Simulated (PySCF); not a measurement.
All of these have the formula C4H7N. Method used: TDDFT CAM-B3LYP/def2-SVPD, vertical, gas phase, core orbitals frozen in the response in PySCF 2.14.0, density-fitted response routines. Geometries: PBE0-D3(BJ)/def2-SVP; one conformer of each isolated species. Triplets are in the Tamm–Dancoff approximation.

A. `C#C[C@@H](C)N`
B. `C=CCN=C`
C. `C1C=C[C@H]1N`
D. `CCC1=NC1`

Lowest singlet levels (six at most, fewer where fewer were computed) with oscillator strengths:

1. 6.35 eV (f 0.004); 6.56 eV (f 0.008); 6.77 eV (f 0.004); 6.84 eV (f 0.003); 7.48 eV (f 0.026); 7.59 eV (f 0.024); T1 5.35 eV
2. 5.95 eV (f 0.006); 6.79 eV (f 0.030); 6.98 eV (f 0.142); 7.29 eV (f 0.044); 7.47 eV (f 0.016); 7.52 eV (f 0.003); T1 4.23 eV
3. 5.50 eV (f 0.000); 7.12 eV (f 0.070); 7.63 eV (f 0.068); 7.83 eV (f 0.001); 8.01 eV (f 0.008); 8.22 eV (f 0.104); T1 4.76 eV
4. 4.98 eV (f 0.001); 6.83 eV (f 0.058); 7.24 eV (f 0.003); 7.49 eV (f 0.064); 7.54 eV (f 0.011); 7.62 eV (f 0.477); T1 4.15 eV

**Question.** Which spectrum belongs to which structure?

**Answer.** 1 = A, 2 = C, 3 = D, 4 = B.
- A: S1 at 6.35 eV, HOMO→LUMO (50%), HOMO→LUMO+1 (20%); Löwdin shares by element: HOMO nitrogen 49%, carbon 22% or more, hydrogen 8% or more (atoms not listed hold the other 22%); LUMO carbon 26% or more, hydrogen 24% or more (atoms not listed hold the other 50%); HOMO -8.61 and LUMO 1.19 eV.
- B: S1 at 4.98 eV, HOMO→LUMO (90%); Löwdin shares by element: HOMO nitrogen 60%, carbon 24% or more, hydrogen 6% or more; LUMO carbon 32% or more, nitrogen 29%, hydrogen 15% or more (atoms not listed hold the other 24%); HOMO -8.91 and LUMO 0.64 eV.
- C: S1 at 5.95 eV, HOMO→LUMO (94%); Löwdin shares by element: HOMO nitrogen 49%, carbon 30% or more (atoms not listed hold the other 21%); LUMO carbon 47% or more, hydrogen 7% or more, nitrogen 7% (atoms not listed hold the other 39%); HOMO -8.22 and LUMO 1.17 eV.
- D: S1 at 5.50 eV, HOMO→LUMO (72%), HOMO→LUMO+1 (24%); Löwdin shares by element: HOMO carbon 53% or more, nitrogen 41%; LUMO carbon 47% or more, nitrogen 24% (atoms not listed hold the other 29%); HOMO -9.05 and LUMO 0.91 eV.
